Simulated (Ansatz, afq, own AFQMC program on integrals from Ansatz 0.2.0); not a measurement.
AFQMC on a folder of integrals that Ansatz 0.2.0 wrote.

```yaml
crystal:
  periodic: [false, false, false]
  atoms:
    - {symbol: B, position_ang: [0.000000, 0.084416, 0.783587]}
    - {symbol: C, position_ang: [0.000000, -0.120961, -0.584032]}
    - {symbol: H, position_ang: [0.000000, 0.535945, -1.445249]}
basis:
  gaussian: {orbitals: 6-31G}
magnetization: {spin_polarized: true, initial_magnetization: 2}
correlation: {method: ccsd_t, electrons: outside_noble_gas, hamiltonian_folder: ham}
```

```sh
$ ansatz run in.yaml --threads 1 --pin off --events-out ev --progress --plain --max-ram 1843MiB
```

afq runs on the folder ham with

```
--method phaseless --trial cid --walkers 80 --populations 1 --least-time 40 --time-step 0.1 --steps-per-block 5 --equilibration-blocks 10 --max-blocks 100 --target-error 0.00068 --factor-cut 1e-05 --start determinant --seed 8059 --taylor-order 4
```

Times are imaginary, in 1/Eh. The walk had a cap of 90 s.

```
orbitals 18  electrons 5 3  factors 116 of 285
reference energy -62.92090115 Eh
CCSD correlation -0.12917404 Eh in 17 cycles, weight of the determinant in the CISD state 0.8516
energy of the start -63.048430 Eh
 block  time / (1/Eh)  mean weight  energy / Eh
     1     0.500  1.0038  -63.046487
     2     1.000  1.0048  -63.046558
     3     1.500  0.9973  -63.048056
     4     2.000  1.0182  -63.049779
     5     2.500  0.9912  -63.054850
     7     3.500  0.9996  -63.050957
     9     4.500  1.0119  -63.049433
    11     5.500  1.0049  -63.051625
    15     7.500  0.9877  -63.053532
    19     9.500  1.0159  -63.059531
    23    11.500  1.0191  -63.053873
    27    13.500  0.9965  -63.055683
    31    15.500  0.9492  -63.056274
    35    17.500  1.0154  -63.054746
    39    19.500  1.0191  -63.065188
    43    21.500  0.9811  -63.061620
    47    23.500  0.9699  -63.058788
    51    25.500  1.0200  -63.060531
    55    27.500  0.9938  -63.061984
    59    29.500  1.0057  -63.064112
    63    31.500  0.9979  -63.060028
    67    33.500  1.0230  -63.054995
    71    35.500  0.9888  -63.054306
    75    37.500  0.9929  -63.060527
    79    39.500  0.9623  -63.044979
    83    41.500  1.0216  -63.063487
    85    42.500  1.0077  -63.071169
    87    43.500  1.0171  -63.055982
    89    44.500  1.0192  -63.050874
blocks merged  error / Eh  count
     1  0.000545  80
     2  0.000604  40
     4  0.000639  20
     8  0.000705  10
energy -63.058197 +/- 0.000639 Eh
(rows thinned)
```

The run passed its tests (sampling time, drift between the halves within three errors, error under three times the target), which doesn't prove that it has relaxed.

Against this walk (error 17.4 meV) on the same determinant: CCSD(T) 84.5 meV higher, CCSDT(Q) 17.8 meV higher (within the noise), CCSDTQ 19.5 meV higher (within the noise), full CI for this spin (own frozen core, lowest symmetry allowed) 18.4 meV higher (within the noise), a separate phaseless walk with a CISD trial and standard settings 69.2 ± 19.7 meV higher. The error is statistical and leaves out the bias of the constraint. The determinant has ⟨S²⟩ = 2.16, so the low cluster orders mix in higher spin, and so can this walk. None of these is a sure reference here.

A setting was made bad on purpose (time step too long), so the walk's energy isn't to be trusted.

Cautions: constraint bias not in the error; higher spins were not checked; strong correlation (T1 0.060, weight of the determinant 0.85, largest double 0.13); unrestricted determinant spin contaminated (⟨S²⟩ 2.16 against 2.00); the bias of populations of 80 walkers isn't removed; the time-step error isn't removed.

CCSDT and higher add their correlation energy to the determinant of the CCSD(T) run, since their own runs factorise the integrals more tightly (a shift of under 2 meV). A walk keeps the symmetry of its determinant, which the program's search chose and which needn't be the lowest solution, so a lower state of the same spin and another symmetry isn't excluded.
